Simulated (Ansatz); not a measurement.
Correlation energies of CH3MgO, SMILES `C[O][Mg]` radical by basis set

Cartesian coordinates in Å:
```
C -0.3795 0.3941 0.0446
O 0.5695 -0.5952 -0.0661
Mg 1.7965 -1.8655 -0.2112
H -0.6416 0.8218 -0.9347
H -1.3123 0.0189 0.4914
H -0.0326 1.2258 0.6760
```

The species carries charge 0 and has multiplicity 2. Correlated methods include outer-core shells of Mg, which these sets cover unevenly. The geometry is a stationary point of PBE0-D4/def2-TZVP. Frozen core, unrestricted reference, Ansatz. CBS rows extrapolate triple and quadruple zeta. For Mg the program correlates outer-core shells too, which these sets cover unevenly, so the extrapolated numbers aren't a true limit.

```
     basis     HF (Eh)  MP2 corr.  CCSD corr.       (T)  CCSD(T) total
  def2-SVP  -313.94121   -0.35069    -0.37112  -0.00912     -314.32145
def2-TZVPP  -314.14552   -0.59744    -0.61661  -0.01764     -314.77977
def2-QZVPP  -314.16118   -0.66601    -0.68273  -0.02113     -314.86504
 CBS(def2)  -314.16334   -0.71680    -0.73171  -0.02371     -314.91876
```
